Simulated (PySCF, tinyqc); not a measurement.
Inside a calculation. Method: RKS/BP86 in the sto-6g basis, for OH-, spin multiplicity 1. The basis has no diffuse functions, so it cannot describe the extra electron: this is an exercise in the method, not the real anion. The lowest restricted solution is unstable here: a spin-polarised one lies 0.0001 hartree lower (PySCF). One step of it, computed by the program tinyqc.

Task: Iteration 2: DIIS coefficients. Solve [B -1; -1 0][c; lambda] = [0; -1] for the coefficients, which sum to one.

B (overlaps of the stored error matrices):
$$\begin{pmatrix}
1.0068169e+00 & 3.8198477e-01 \\
3.8198477e-01 & 2.9648371e-01
\end{pmatrix}$$

Give: DIIS coefficients.

Result:

DIIS coefficients: [-0.159, 1.159]
